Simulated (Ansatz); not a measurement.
**Where CCSD(T) holds and where it slips**

Each species is computed at the geometry given (Å), with frozen cores, in Ansatz 0.2.0: RHF-CCSD(T) for singlets, UHF-CCSD(T) otherwise, and full CI in the same basis. The program picks the determinant by a search with trial CCSD, so it needn't be the lowest Hartree–Fock solution. States: HGeNa singlet A', HNLi quartet Σ⁻ or Δ, SF⁺ triplet Π, P2⁺ doublet Σg⁺ or Δg, AlLi triplet Π. Cases whose determinant has another symmetry than full CI's state, or lies over 0.5 eV above the lowest of its kind, whose (Q) step broke down or whose higher cluster runs on it stay over 0.1 eV above full CI weren't drawn. No relativity is included.

Judging by size, spin and bonding, rank them by the size of CCSD(T)'s error in total energy against full CI in the same basis, smallest first (an estimate).
A. SF⁺, triplet, 6-31G: F 0.000 0.000 0.000; S 0.000 0.000 3.367
B. P2⁺, doublet, 6-31G: P 0.000 0.000 0.000; P 0.000 0.000 1.598
C. HNLi, quartet, 6-31G: N 0.000 0.000 0.331; Li 0.000 0.000 -1.779; H 0.000 0.000 1.448
D. AlLi, triplet, aug-cc-pVTZ: Al 0.000 0.000 0.000; Li 0.000 0.000 4.284
E. HGeNa, singlet, cc-pVDZ: Ge 0.000 -0.031 0.784; Na 0.000 0.018 -2.507; H 0.000 1.797 0.677

A (0.2 meV), C (7.7 meV), D (21.5 meV), E (34.5 meV), B (52.7 meV).

```json
{"species": "SF⁺, triplet", "basis": "6-31G", "correlated electrons": "12", "CCSD(T) − full CI (meV)": "-0.2", "CCSDT(Q) − full CI (meV)": "-5.5", "unpaired electrons (full CI)": "4.00", "T1": "0.005", "⟨S²⟩ of the determinant": "3.00"}
{"species": "HNLi, quartet", "basis": "6-31G", "correlated electrons": "7", "CCSD(T) − full CI (meV)": "7.7", "CCSDT(Q) − full CI (meV)": "-0.6", "unpaired electrons (full CI)": "3.02", "T1": "0.014", "⟨S²⟩ of the determinant": "3.77"}
{"species": "AlLi, triplet", "basis": "aug-cc-pVTZ", "correlated electrons": "4", "CCSD(T) − full CI (meV)": "21.5", "CCSDT(Q) − full CI (meV)": "-0.5", "unpaired electrons (full CI)": "2.07", "T1": "0.038", "⟨S²⟩ of the determinant": "2.02"}
{"species": "HGeNa, singlet", "basis": "cc-pVDZ", "correlated electrons": "6", "CCSD(T) − full CI (meV)": "34.5", "CCSDT(Q) − full CI (meV)": "2.3", "unpaired electrons (full CI)": "0.23", "T1": "0.025", "⟨S²⟩ of the determinant": "0.00"}
{"species": "P2⁺, doublet", "basis": "6-31G", "correlated electrons": "9", "CCSD(T) − full CI (meV)": "52.7", "CCSDT(Q) − full CI (meV)": "0.5", "unpaired electrons (full CI)": "1.12", "T1": "0.015", "⟨S²⟩ of the determinant": "0.77"}
```

Unpaired electrons are Σ n²(2−n)² over natural occupations; an open shell counts its own unpaired electrons too. Frozen cores follow each run's orbitals, which moves totals by a few meV. No single determinant describes SF⁺, triplet well, by full CI's occupations. For SF⁺, triplet CCSDT(Q) lies farther off than CCSD(T), so the series isn't closing smoothly there. RHF is unstable for HGeNa, singlet in cc-pVDZ: UHF reaches ⟨S²⟩ = 0.88.
